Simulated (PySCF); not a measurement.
# C3H4ClN (3-chloropropionitrile): the cost of one run

Computed with PySCF 2.14.0 and routines of our own; the level stands in each step. Atoms count from 0.

## 1. The starting structure

9 atoms, charge 0, multiplicity 1; geometry from: GFN2-xTB.

## 2. Geometry optimisation at PBE0-D3(BJ)/def2-TZVP

Job settings and geometry (Å):

```
{"job": {"xc": "PBE0", "basis": "def2-TZVP", "d3": "d3bj", "grid": 2, "kind": "geom"}, "charge": 0, "multiplicity": 1}
N      2.499437     0.421696    -0.781352
C      1.507738    -0.031162    -0.440700
C      0.249094    -0.588826    -0.009756
C     -0.781920     0.522132     0.168403
Cl    -2.339508    -0.171650     0.703480
H      0.403017    -1.118337     0.934516
H     -0.092705    -1.307379    -0.759693
H     -0.965824     1.044771    -0.770435
H     -0.465768     1.234750     0.930356
```

Started as:

```
> OMP_NUM_THREADS=1 python excited_run.py task.json out
```

One launch serves the whole session: the jobs run in the order shown.

**Question.** How long does this first job take on 1 thread of Arm Neoverse V2, shared host, and how much memory does it need?

About 46 s, with a peak of 0.77 GiB.
